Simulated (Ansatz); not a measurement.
## Ansatz (development build ahead of 0.2.0) run

```yaml
crystal:
  periodic: [false, false, false]
  atoms:
    - { symbol: C, position_ang: [-0.03957, 0.0254, -0.23797] }
    - { symbol: H, position_ang: [-0.05757, -0.00023, 1.03132] }
basis:
  gaussian: { orbitals: def2-SVP }
magnetization:
  spin_polarized: true
  initial_magnetization: 1
hamiltonian:
  xc: hf
correlation:
  method: mp2
  frozen_orbitals: { C: 1, H: 0 }
```

The input is written out in the form of the current development build from the run's settings.

Results

| Property | Result |
| --- | --- |
| Converged | yes |
| Reference energy | -38.22560 hartree |
| Correlation energy | -0.07397 hartree |
| Total energy | -38.29957 hartree |
| Spin squared of the determinant | 1.070 |

Caution: the unrestricted determinant is spin contaminated.
